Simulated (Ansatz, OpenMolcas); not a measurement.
## Worked example: the enthalpy of formation of NClO (nitrosyl chloride)

NClO: 3 atoms, total charge 0, spin state singlet. As SMILES, `O=NCl`. The coordinates come from a PBE0-D4/def2-TZVP relaxation.

```xyz
3

O     1.0001   -0.3383    0.5139
N     0.0520   -0.5996   -0.0358
Cl   -1.0521    0.9379   -0.4780
```

Total energies at PBE/cc-pVTZ (OpenMolcas 26.06); the atoms run unrestricted:

| species | state | energy (Eh) |
| --- | --- | --- |
| NClO | singlet | -589.857198 |
| O | triplet | -75.004909 |
| N | quartet | -54.529675 |
| Cl | doublet | -459.965462 |

Harmonic wavenumbers at PBE0-D4/def2-TZVP, in cm⁻¹: 352, 638, 1944.

Measured heats of formation of the gaseous atoms at 298.15 K, in kJ/mol: O 249.2, N 472.4, Cl 121.3. Spin-orbit lowering of the atoms at 298 K (mean of the ground term's levels less their thermal mean, from spectra), in kJ/mol: O 0.40, Cl 3.44. Take 1 Eh = 2625.50 kJ/mol, 1 cm⁻¹ = 0.0119627 kJ/mol, RT = 2.479 kJ/mol.

Work out the heat of formation of the gas at 298 K.


1. Electronic atomisation energy: (-75.004909) + (-54.529675) + (-459.965462) − (-589.857198) = 0.357152 Eh = 937.7 kJ/mol.
2. Zero-point energy: half the sum of the wavenumbers, 1467 cm⁻¹ = 17.5 kJ/mol.
3. Thermal vibrational enthalpy, Σ hcν̃/(exp(hcν̃/kT) − 1): 1.3 kJ/mol. Translation, rotation and pV of a non-linear molecule: 4 RT = 9.9 kJ/mol.
4. The 3 free atoms carry 5/2 RT each: 18.6 kJ/mol.
5. Spin-orbit coupling lowers the free atoms by 0.40 + 3.44 = 3.8 kJ/mol.
6. Atomisation enthalpy at 298 K: 937.7 − 3.8 − 17.5 − 1.3 − 9.9 + 18.6 = 923.8 kJ/mol.
7. Sum of the atoms' heats of formation: 842.9 kJ/mol. Heat of formation: 842.9 − 923.8 = -80.9 kJ/mol.

The tabulated value is +52.5 kJ/mol (Active Thermochemical Tables), so this level is off by -133.4 kJ/mol, or 16.9 % of the atomisation enthalpy. Gradient-corrected functionals often overbind somewhat. Anharmonicity and any spin-orbit splitting of the molecule are left out.
